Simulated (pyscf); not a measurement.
Single points on ωB97X-D3(BJ)/def2-SVP structures (PySCF, gas phase).

Estimate by transition-state theory the rate constant of H₃Si–SiH₃ (SMILES [SiH3][SiH3]) + H• (SMILES [H]) -> •H₂Si–SiH₃ (SMILES [SiH2][SiH3]) + H₂ (SMILES [H][H]) (doublet surface; H–Si broken, H–H formed) at 298 K, with ωB97M-D3(BJ)/def2-TZVP energies (ideal gas, 1 atm, RRHO with modes under 100 cm⁻¹ raised to 100, one conformer, R ln 2 for chiral ones without a mode under 150 cm⁻¹; no tunnelling).

The electronic barrier is 4.2 kcal/mol and the thermal terms add +3.8, so ΔG‡ = 7.9 kcal/mol. With k_BT/h = 6.21e+12 s⁻¹ and RT = 0.592 kcal/mol, and a volume of 4.06e-20 cm³ per molecule at 1 atm, k = 4.0e-13 cm³ molecule⁻¹ s⁻¹. Wigner's tunnelling factor for 900i cm⁻¹ would be 1.79, likely too low at so high a frequency. A shift of 1 kcal/mol in the barrier changes k by a factor 5.4. One saddle was located; it need not be the lowest between these sides. The angle at the transferred H is 177°.
